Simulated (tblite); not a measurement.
Compound: 2-methoxypropane, C4H10O.
SMILES with atom numbers: `[CH3:1][O:2][CH:3]([CH3:4])[CH3:5]` (hydrogens: H6, H7, H8 on C1; H9 on C3; H10, H11, H12 on C4; H13, H14, H15 on C5)

Computed with GFN2-xTB (tblite), gas phase: nudged elastic band of 9 images (0 to 8), spring 0.2 eV/Å², climbing image at the end, force threshold 0.05 eV/Å. No saddle search or frequency run followed, so the top image need not be a first-order saddle, and its height can exceed the method's true barrier by a kcal/mol or more.

The band describes a rotation about C3–O2 (sp3 carbon bound to oxygen, ether oxygen), followed by the dihedral C4–C3–O2–C1, from the optimised start (167°) to a second optimised geometry at -65°.

**Question.** How does the energy change from image to image?

**Answer.** 
```
image  dihedral (°)  E (eV)  C3–O2 (Å)  C4···C1 (Å)  largest true force (eV/Å)
    0           167   0.000      1.418         3.65                       0.01
    1           180   0.012      1.418         3.67                       0.04
    2          -165   0.053      1.421         3.66                       0.05
    3          -148   0.117      1.426         3.62                       0.06
    4          -129   0.157      1.430         3.54                       0.03
    5          -108   0.130      1.428         3.42                       0.06
    6           -90   0.067      1.423         3.27                       0.07
    7           -75   0.031      1.420         3.12                       0.05
    8           -65   0.015      1.419         3.02                       0.01
```

Barriers of this band. The top is image 4 at -129°: 0.157 eV forward and 0.142 eV back; the end lies 0.015 eV above the start. The central bond is 0.012 Å longer at the top than at the start.

**Question.** What rate follows at 298 K for crossing this barrier forward?

**Answer.** Taking the electronic barrier for the free energy of activation (no zero-point or entropy terms, transmission 1), rate = (kT/h)·exp(−ΔE/kT) ≈ 1 × 10^10 s⁻¹, whose inverse is 7 × 10^-11 s. An error of 1 kcal/mol in the barrier changes this by a factor of 5, and the method and the loose band can each miss by that much or more.

**Question.** How would the two end points share their population at 298 K, from these energies alone?

**Answer.** exp(−ΔE/kT) with ΔE = 0.015 eV gives 0.56 for the higher one (end) against 1 for the lower, without vibrational, rotational or degeneracy terms. GFN2-xTB can put conformers this close in the wrong order.

What follows is the cost of the whole band run. Hardware: one thread, Intel Xeon Platinum 8488C (x86_64), shared host with 192 logical CPUs at a one-minute load of 47. Cost: 1.6 s of wall time, 0.18 GiB resident at most.
